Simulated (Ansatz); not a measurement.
**How far each method lies from full CI for SiH, quartet**

Geometry: a point of a stretch scan, not a stationary point.

```xyz
2

Si    0.0000    0.0000    0.0000
H     0.0000    0.0000    2.4100
```

Basis cc-pVTZ; Ansatz 0.2.0. Correlated methods freeze the noble-gas cores, which leaves 5 electrons in 43 orbitals. Prefix R: restricted or restricted open-shell reference; prefix U: unrestricted. Active spaces: valence = (5e, 5o) chosen from the atoms' valence shells.

Full CI is exact within this basis and frozen core; it isn't the basis-set limit. The frozen core follows each run's orbitals, which can shift R against U totals by a few meV.

For open shells CISD is restricted-active-space CI with the open shells as a complete middle space.

```
UHF ⟨S²⟩                          : 3.777
T1 diagnostic (RCCSD)             : 0.0322
largest doubles amplitude (RCCSD) : 0.088
T1 diagnostic (UCCSD)             : 0.0209
```

| level | E − E(full CI) (kJ/mol) | share of correlation (%) | wall time |
| --- | --- | --- | --- |
| RHF | 228.8 | 0.00 | – |
| UHF | 216.2 | 5.52 | – |
| RMP2 | 60.6 | 73.54 | – |
| UMP2 | 61.1 | 73.30 | – |
| CISD | 9.8 | 95.72 | 1.1 s |
| RCCSD | 10.4 | 95.44 | – |
| UCCSD | 10.0 | 95.64 | – |
| RCCSD(T) | 2.5 | 98.89 | 1.9 s |
| UCCSD(T) | 2.4 | 98.93 | 1.8 s |
| BCCD(T) | 2.6 | 98.87 | 1.4 s |
| RCCSDT | 0.3 | 99.87 | – |
| UCCSDT | 0.2 | 99.93 | – |
| RCCSDT(Q) | 0.1 | 99.98 | 9.5 s |
| UCCSDT(Q) | -0.1 | 100.04 | 9 s |
| CASSCF (valence space) | 188.7 | 17.54 | – |
| NEVPT2 (valence space) | 48.1 | 78.97 | 0.63 s |
| MRCISD (valence space) | 11.6 | 94.92 | – |
| MRCISD+Q (valence space) | 1.1 | 99.54 | 0.99 s |

The correlation energy at full CI, counted from RHF, is -2.372 eV. That run took 68 s on 1 thread of Arm Neoverse V1, shared host over 1,326,860 determinants.

Times hold each run's SCF and search for its determinant on a shared host, so for small cases they say little of a method's own cost; they ran on 1 thread of Arm Neoverse V1.

The full-CI state has the irrep A2 of C2v, in the program's axes (one component, if the state is degenerate).

Natural occupations of full CI about the gap: 1.902 0.999 0.981 0.981 0.049 0.015 0.015 0.012 0.012 0.009; effectively unpaired electrons, Σ n²(2−n)², 3.05.
